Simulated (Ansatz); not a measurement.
Geometry optimisation, Ansatz 0.2.0, RKS B3LYP/6-31G*.

Input:

```yaml
crystal:
  periodic: [false, false, false]
  atoms:
    - { symbol: C, position_ang: [-0.17971, 0.62583, -0.44412] }
    - { symbol: Si, position_ang: [0.34864, -0.75632, 0.48619] }
    - { symbol: O, position_ang: [0.9537, -1.92467, 1.20927] }
    - { symbol: H, position_ang: [-0.29838, 1.58071, 0.04578] }
    - { symbol: H, position_ang: [-0.82425, 0.47445, -1.29712] }
basis:
  gaussian: { orbitals: "6-31G*" }
hamiltonian:
  xc: b3lyp
relax:
  f_tol: 0.02
  max_steps: 50
```

Run as:

```bash
$ ansatz run input.yaml --threads 1 --pin off --max-ram 2048MiB --backend cpu --events-out ev --progress --plain --runs-dir out
```

**Question.** Where does it end, and by what steps?

**Answer.** The forces met the threshold. After 9 steps the energy has fallen by 0.091 eV; Si2 moved furthest, 0.13 Å.

```
step  energy less start (eV)  largest force component (eV/Å)  accepted
   0                  0.0000                           2.312       yes
   1                 -0.0626                           1.043       yes
   2                 -0.0786                           0.083       yes
   3                 -0.0798                           0.120       yes
   4                 -0.0833                           0.153       yes
   5                 -0.0867                           0.142       yes
   6                 -0.0901                           0.049       yes
   7                 -0.0906                           0.032       yes
   8                 -0.0906                           0.050        no
   9                 -0.0907                           0.006       yes
```

```xyz
5
Properties=species:S:1:pos:R:3
C -0.143 0.618 -0.454
Si 0.226 -0.745 0.522
O 1.003 -1.890 1.166
H -0.276 1.566 0.064
H -0.810 0.451 -1.298
```

Time of the run: 8.1 s on 1 thread of AMD EPYC 9R45 96-Core Processor (Zen 5), with other jobs on the host, peak memory 0.13 GiB.
